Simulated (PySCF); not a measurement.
# Ethane, 1,1-difluoro- (C2H4F2): NMR shifts at several levels of theory, part 2 of 2

PySCF 2.14.0. Atoms count from 0. Earlier steps stand in the parts before.

## 10. Shielding tensors: KT3/pcSseg-2

What the job is given:

```
{"job": {"kind": "nmr", "xc": "KT3", "basis": "pcSseg-2", "pop": false}, "charge": 0, "multiplicity": 1}
C     -0.756853    -0.197984     0.017270
C      0.696945     0.171129     0.054826
F      1.411570    -0.663437    -0.736338
F      0.871518     1.428835    -0.416371
H     -1.114594    -0.152870    -1.021203
H     -0.901098    -1.216507     0.402502
H     -1.340984     0.502458     0.629272
H      1.132874     0.127271     1.069551
```

With the program's defaults for keys left out, this is: GIAO KT3/pcSseg-2 NMR shielding, non-relativistic, gas phase.

The log of the run:

```text
coarse grid: 6824 points
cycle   1  E = -281.9023250567  dE =  3.590e-01  |g| = 8.852e-01  |ddm| = 1.679e+00
cycle   2  E = -281.6237671309  dE =  2.786e-01  |g| = 1.598e+00  |ddm| = 1.412e+00
cycle   3  E = -282.0212405991  dE = -3.975e-01  |g| = 1.293e-01  |ddm| = 1.029e+00
cycle   4  E = -282.0243613608  dE = -3.121e-03  |g| = 5.451e-02  |ddm| = 1.073e-01
cycle   5  E = -282.0250702180  dE = -7.089e-04  |g| = 6.402e-03  |ddm| = 3.663e-02
cycle   6  E = -282.0250780761  dE = -7.858e-06  |g| = 1.485e-03  |ddm| = 6.218e-03
final grid: 67112 points
cycle   7  E = -282.0229412419  dE = -2.737e-04  |g| = 2.465e-02  |ddm| = 9.117e-02
cycle   8  E = -282.0227562501  dE =  1.850e-04  |g| = 4.274e-02  |ddm| = 2.939e-02
cycle   9  E = -282.0230221175  dE = -2.659e-04  |g| = 1.925e-03  |ddm| = 1.969e-02
cycle  10  E = -282.0230227947  dE = -6.772e-07  |g| = 7.138e-04  |ddm| = 1.575e-03
cycle  11  E = -282.0230229152  dE = -1.205e-07  |g| = 7.930e-05  |ddm| = 6.249e-04
cycle  12  E = -282.0230229161  dE = -8.613e-10  |g| = 4.478e-05  |ddm| = 6.552e-05
cycle  13  E = -282.0230229164  dE = -3.235e-10  |g| = 9.407e-06  |ddm| = 2.666e-05
converged SCF energy = -282.0230229164

GIAO shielding tensors (ppm)
atom      isotropic    diamagn.    paramagn.     s11        s22        s33       span
  0 C      159.028     244.843     -85.815    143.378    150.627    183.079     39.701
  1 C       60.544     236.015    -175.471     37.330     64.402     79.901     42.572
  2 F      286.093     469.858    -183.765    183.352    323.108    351.820    168.467
  3 F      285.794     469.859    -184.064    181.676    322.972    352.735    171.058
  4 H       29.931      29.889       0.043     27.410     28.386     33.999      6.590
  5 H       30.050      29.904       0.146     26.837     28.044     35.268      8.431
  6 H       30.055      29.908       0.147     26.810     28.092     35.263      8.453
  7 H       25.244      28.579      -3.335     23.234     24.160     28.337      5.103
```

Run time: 17 s. Hardware: 1 thread of Arm Neoverse V1, shared host; peak memory 0.63 GiB.

In short: δ C1 120.8, C0 22.3, F2 -139.0, H7 6.11, H4 1.34 ppm (means over like atoms).

## 11. NMR shieldings: B97-D/pcSseg-2

Same as in step 10 but for these lines:

```diff
@@ -1,2 +1,2 @@
-{"job": {"kind": "nmr", "xc": "KT3", "basis": "pcSseg-2", "pop": false}, "charge": 0, "multiplicity": 1}
+{"job": {"kind": "nmr", "xc": "B97-D", "basis": "pcSseg-2", "pop": false}, "charge": 0, "multiplicity": 1}
 C     -0.756853    -0.197984     0.017270
```

With the program's defaults for keys left out, this is: GIAO B97-D/pcSseg-2 NMR shielding, non-relativistic, gas phase.

The log of the run:

```text
coarse grid: 6824 points
cycle   1  E = -278.1820010795  dE =  3.337e-01  |g| = 8.081e-01  |ddm| = 1.734e+00
cycle   2  E = -277.9588615717  dE =  2.231e-01  |g| = 1.457e+00  |ddm| = 1.145e+00
cycle   3  E = -278.2816014176  dE = -3.227e-01  |g| = 1.231e-01  |ddm| = 7.967e-01
cycle   4  E = -278.2844432961  dE = -2.842e-03  |g| = 4.663e-02  |ddm| = 9.076e-02
cycle   5  E = -278.2849375887  dE = -4.943e-04  |g| = 5.810e-03  |ddm| = 2.833e-02
cycle   6  E = -278.2849436983  dE = -6.110e-06  |g| = 1.618e-03  |ddm| = 4.782e-03
final grid: 67112 points
cycle   7  E = -278.2737992042  dE = -9.611e-05  |g| = 1.867e-02  |ddm| = 4.910e-02
cycle   8  E = -278.2736804885  dE =  1.187e-04  |g| = 3.394e-02  |ddm| = 2.056e-02
cycle   9  E = -278.2738463089  dE = -1.658e-04  |g| = 8.601e-04  |ddm| = 1.394e-02
cycle  10  E = -278.2738464436  dE = -1.347e-07  |g| = 3.090e-04  |ddm| = 6.517e-04
cycle  11  E = -278.2738464647  dE = -2.110e-08  |g| = 4.818e-05  |ddm| = 2.619e-04
cycle  12  E = -278.2738464650  dE = -2.995e-10  |g| = 2.879e-05  |ddm| = 3.531e-05
converged SCF energy = -278.2738464650

GIAO shielding tensors (ppm)
atom      isotropic    diamagn.    paramagn.     s11        s22        s33       span
  0 C      156.263     245.264     -89.001    140.316    148.009    180.465     40.149
  1 C       55.419     235.914    -180.494     31.639     59.052     75.567     43.928
  2 F      290.401     469.467    -179.065    189.032    322.354    359.818    170.786
  3 F      290.102     469.466    -179.364    187.352    322.269    360.686    173.334
  4 H       29.932      29.869       0.063     27.463     28.452     33.881      6.418
  5 H       30.075      29.895       0.180     26.927     28.128     35.170      8.243
  6 H       30.080      29.898       0.183     26.898     28.176     35.167      8.268
  7 H       25.232      28.465      -3.233     23.257     24.256     28.182      4.925
```

Wall time 16 s (1 thread of Arm Neoverse V1, shared host); peak memory 0.63 GiB.

In short: δ C1 123.6, C0 22.8, F2 -136.1, H7 6.16, H4 1.37 ppm (means over like atoms).

## 12. Nuclear shieldings: B3LYP/pcSseg-2

Same as in step 11 but for these lines:

```diff
@@ -1,2 +1,2 @@
-{"job": {"kind": "nmr", "xc": "B97-D", "basis": "pcSseg-2", "pop": false}, "charge": 0, "multiplicity": 1}
+{"job": {"kind": "nmr", "xc": "B3LYP", "basis": "pcSseg-2", "pop": false}, "charge": 0, "multiplicity": 1}
 C     -0.756853    -0.197984     0.017270
```

Level: GIAO B3LYP/pcSseg-2 NMR shielding, non-relativistic, gas phase.

The log of the run:

```text
coarse grid: 6824 points
cycle   1  E = -278.3556949657  dE =  3.592e-01  |g| = 7.287e-01  |ddm| = 1.703e+00
cycle   2  E = -278.2572869590  dE =  9.841e-02  |g| = 1.110e+00  |ddm| = 7.874e-01
cycle   3  E = -278.4386147491  dE = -1.813e-01  |g| = 7.738e-02  |ddm| = 4.792e-01
cycle   4  E = -278.4396055939  dE = -9.908e-04  |g| = 3.108e-02  |ddm| = 5.286e-02
cycle   5  E = -278.4398205116  dE = -2.149e-04  |g| = 3.489e-03  |ddm| = 1.907e-02
cycle   6  E = -278.4398226154  dE = -2.104e-06  |g| = 4.770e-04  |ddm| = 2.173e-03
final grid: 67112 points
cycle   7  E = -278.4369897331  dE = -6.307e-05  |g| = 5.474e-03  |ddm| = 2.557e-02
cycle   8  E = -278.4369845261  dE =  5.207e-06  |g| = 7.888e-03  |ddm| = 5.729e-03
cycle   9  E = -278.4369951117  dE = -1.059e-05  |g| = 6.068e-04  |ddm| = 3.332e-03
cycle  10  E = -278.4369951578  dE = -4.619e-08  |g| = 2.792e-04  |ddm| = 4.684e-04
cycle  11  E = -278.4369951733  dE = -1.545e-08  |g| = 3.109e-05  |ddm| = 1.713e-04
cycle  12  E = -278.4369951734  dE = -1.343e-10  |g| = 1.497e-05  |ddm| = 2.269e-05
converged SCF energy = -278.4369951734

GIAO shielding tensors (ppm)
atom      isotropic    diamagn.    paramagn.     s11        s22        s33       span
  0 C      156.077     242.357     -86.280    139.372    147.875    180.983     41.611
  1 C       55.955     233.733    -177.778     33.275     59.128     75.462     42.187
  2 F      296.077     468.825    -172.749    191.072    330.659    366.499    175.427
  3 F      295.784     468.827    -173.043    189.368    330.591    367.393    178.025
  4 H       29.871      29.574       0.296     27.271     28.345     33.997      6.726
  5 H       30.053      29.685       0.368     26.828     28.022     35.308      8.480
  6 H       30.059      29.687       0.373     26.800     28.072     35.305      8.505
  7 H       25.415      28.428      -3.012     23.396     24.400     28.450      5.055
```

Wall time 11 s (1 thread of Arm Neoverse V1, shared host); peak memory 0.76 GiB.

In short: δ C1 123.2, C0 23.1, F2 -126.2, H7 5.97, H4 1.39 ppm (means over like atoms).

## 13. NMR shieldings: PBE0/pcSseg-2

Same as in step 12 but for these lines:

```diff
@@ -1,2 +1,2 @@
-{"job": {"kind": "nmr", "xc": "B3LYP", "basis": "pcSseg-2", "pop": false}, "charge": 0, "multiplicity": 1}
+{"job": {"kind": "nmr", "xc": "PBE0", "basis": "pcSseg-2", "pop": false}, "charge": 0, "multiplicity": 1}
 C     -0.756853    -0.197984     0.017270
```

With the program's defaults for keys left out, this is: GIAO PBE0/pcSseg-2 NMR shielding, non-relativistic, gas phase.

The log of the run:

```text
coarse grid: 6824 points
cycle   1  E = -278.0704301995  dE =  3.676e-01  |g| = 6.806e-01  |ddm| = 1.707e+00
cycle   2  E = -278.0055043763  dE =  6.493e-02  |g| = 9.691e-01  |ddm| = 6.857e-01
cycle   3  E = -278.1443658007  dE = -1.389e-01  |g| = 6.249e-02  |ddm| = 3.991e-01
cycle   4  E = -278.1449922304  dE = -6.264e-04  |g| = 2.618e-02  |ddm| = 4.224e-02
cycle   5  E = -278.1451439212  dE = -1.517e-04  |g| = 3.041e-03  |ddm| = 1.624e-02
cycle   6  E = -278.1451455815  dE = -1.660e-06  |g| = 4.092e-04  |ddm| = 1.847e-03
final grid: 67112 points
cycle   7  E = -278.1436005336  dE = -7.346e-05  |g| = 5.731e-03  |ddm| = 2.498e-02
cycle   8  E = -278.1435971477  dE =  3.386e-06  |g| = 7.396e-03  |ddm| = 6.541e-03
cycle   9  E = -278.1436075678  dE = -1.042e-05  |g| = 7.642e-04  |ddm| = 3.421e-03
cycle  10  E = -278.1436076458  dE = -7.802e-08  |g| = 2.895e-04  |ddm| = 5.257e-04
cycle  11  E = -278.1436076591  dE = -1.330e-08  |g| = 2.983e-05  |ddm| = 1.537e-04
cycle  12  E = -278.1436076592  dE = -1.243e-10  |g| = 1.297e-05  |ddm| = 2.194e-05
converged SCF energy = -278.1436076592

GIAO shielding tensors (ppm)
atom      isotropic    diamagn.    paramagn.     s11        s22        s33       span
  0 C      161.580     244.497     -82.918    145.358    153.902    185.480     40.122
  1 C       62.638     235.584    -172.946     40.091     65.218     82.605     42.514
  2 F      301.064     467.909    -166.844    196.728    333.272    373.193    176.464
  3 F      300.787     467.908    -167.121    195.051    333.223    374.086    179.036
  4 H       29.762      29.518       0.243     26.985     28.130     34.170      7.185
  5 H       29.954      29.586       0.368     26.581     27.795     35.487      8.906
  6 H       29.961      29.589       0.372     26.554     27.845     35.484      8.930
  7 H       25.341      28.376      -3.035     23.284     24.199     28.539      5.255
```

It took 11 s on 1 thread of Arm Neoverse V1, shared host; peak memory 0.76 GiB.

Key values: δ C1 121.5, C0 22.5, F2 -125.1, H7 5.90, H4 1.35 ppm (means over like atoms).

## 14. Nuclear shieldings: mPW1PW91/pcSseg-2

Same as in step 13 but for these lines:

```diff
@@ -1,2 +1,2 @@
-{"job": {"kind": "nmr", "xc": "PBE0", "basis": "pcSseg-2", "pop": false}, "charge": 0, "multiplicity": 1}
+{"job": {"kind": "nmr", "xc": "mPW1PW91", "basis": "pcSseg-2", "pop": false}, "charge": 0, "multiplicity": 1}
 C     -0.756853    -0.197984     0.017270
```

Method: GIAO mPW1PW91/pcSseg-2 NMR shielding, non-relativistic, gas phase.

The log of the run:

```text
coarse grid: 6824 points
cycle   1  E = -278.2885468523  dE =  3.686e-01  |g| = 7.000e-01  |ddm| = 1.703e+00
cycle   2  E = -278.2196585773  dE =  6.889e-02  |g| = 9.979e-01  |ddm| = 6.992e-01
cycle   3  E = -278.3659758862  dE = -1.463e-01  |g| = 6.322e-02  |ddm| = 4.095e-01
cycle   4  E = -278.3666257797  dE = -6.499e-04  |g| = 2.636e-02  |ddm| = 4.317e-02
cycle   5  E = -278.3667806580  dE = -1.549e-04  |g| = 3.057e-03  |ddm| = 1.633e-02
cycle   6  E = -278.3667823337  dE = -1.676e-06  |g| = 4.293e-04  |ddm| = 1.883e-03
final grid: 67112 points
cycle   7  E = -278.3641298078  dE = -6.803e-05  |g| = 4.523e-03  |ddm| = 2.500e-02
cycle   8  E = -278.3641278252  dE =  1.983e-06  |g| = 5.773e-03  |ddm| = 5.191e-03
cycle   9  E = -278.3641341054  dE = -6.280e-06  |g| = 5.947e-04  |ddm| = 2.648e-03
cycle  10  E = -278.3641341482  dE = -4.286e-08  |g| = 2.644e-04  |ddm| = 4.225e-04
cycle  11  E = -278.3641341598  dE = -1.156e-08  |g| = 2.593e-05  |ddm| = 1.446e-04
cycle  12  E = -278.3641341599  dE = -1.006e-10  |g| = 1.038e-05  |ddm| = 1.872e-05
converged SCF energy = -278.3641341599

GIAO shielding tensors (ppm)
atom      isotropic    diamagn.    paramagn.     s11        s22        s33       span
  0 C      160.918     244.805     -83.887    144.851    153.352    184.550     39.699
  1 C       62.008     235.766    -173.758     39.457     64.616     81.952     42.496
  2 F      302.286     468.057    -165.772    197.976    334.621    374.261    176.285
  3 F      302.013     468.057    -166.043    196.314    334.573    375.153    178.839
  4 H       29.800      29.532       0.268     27.024     28.188     34.188      7.164
  5 H       30.000      29.597       0.403     26.643     27.857     35.499      8.857
  6 H       30.006      29.600       0.407     26.615     27.907     35.496      8.881
  7 H       25.402      28.342      -2.940     23.356     24.273     28.577      5.220
```

Run time: 11 s. Hardware: 1 thread of Arm Neoverse V1, shared host; peak memory 0.76 GiB.

Key values: δ C1 121.5, C0 22.6, F2 -125.0, H7 5.89, H4 1.36 ppm (means over like atoms).

## 15. Run by run: NMR shifts

Shifts (ppm), means over like atoms, with basis size and wall time:

```csv
run,C1,C0,H7,H4,F2,functions,time
HF/pcSseg-2,106.7,22.3,5.35,1.46,-95.8,200,5.3 s
LDA/pcSseg-2,130.1,22.3,6.32,1.32,-141.5,200,14 s
PBE/pcSseg-2,126.4,22.8,6.21,1.33,-139.0,200,17 s
BLYP/pcSseg-2,127.2,23.4,6.22,1.38,-137.4,200,17 s
BP86/pcSseg-2,126.1,22.8,6.20,1.33,-140.4,200,17 s
OPBE/pcSseg-2,122.2,22.0,6.14,1.30,-136.1,200,17 s
KT2/pcSseg-2,122.1,22.1,6.16,1.32,-145.3,200,17 s
KT3/pcSseg-2,120.8,22.3,6.11,1.34,-139.0,200,17 s
B97-D/pcSseg-2,123.6,22.8,6.16,1.37,-136.1,200,16 s
B3LYP/pcSseg-2,123.2,23.1,5.97,1.39,-126.2,200,11 s
PBE0/pcSseg-2,121.5,22.5,5.90,1.35,-125.1,200,11 s
mPW1PW91/pcSseg-2,121.5,22.6,5.89,1.36,-125.0,200,11 s
```

## 16. Results

The summary covers parts 1 to 2.

```
                                                               quantity                  value
                                                            point group                     Cs
                                   rotational constants (main isotopes)   9.56, 9.05, 5.22 GHz
                                   13C shifts against TMS (HF/pcSseg-2)        106.7, 22.3 ppm
   1H shifts against TMS (HF/pcSseg-2, means over atoms taken as alike)         5.35, 1.46 ppm
19F shifts against CFCl3 (HF/pcSseg-2, means over atoms taken as alike)              -95.8 ppm
                               measured, and computed on the same scale  F2 σ 306.0, 341.1 ppm
                                               range of the shift of F2    -145.3 to -95.8 ppm
```

Single values in the summary come from the first run of each kind that ended normally (HF/pcSseg-2), which need not be the best level. The optimisation took 3 steps and gained 0.014 eV; among the close pairs (by a distance rule), C1–H7 changed most, from 1.093 to 1.105 Å. No frequency check was run at this level, so the end point may be a saddle. H7 (hydrogen on an sp3 CH bonded to 2 F) lies farthest downfield among hydrogen, at 5.35 ppm; its carbon carries F, which withdraws density. At HF/pcSseg-2: The widest tensor belongs to F2, F3: span 172 ppm, with a paramagnetic part of -126 ppm. The one measured 19F shielding is missed by +35.1 ppm (computed less measured, unscaled). Vibration and temperature are missing from the calculation, so part of the miss against the measured shifts is not the functional's. In ppm, F2 (with its like atoms) moves most: its shift spreads over 49.5 ppm, from -145.3 (KT2/pcSseg-2) to -95.8 (HF/pcSseg-2). For the one measured 19F shielding, mPW1PW91/pcSseg-2 misses least (3.9 ppm, 11 s) and HF/pcSseg-2 most (35.1 ppm, 5.3 s). One molecule ranks no method: errors cancel, and vibration and temperature are missing from all runs.
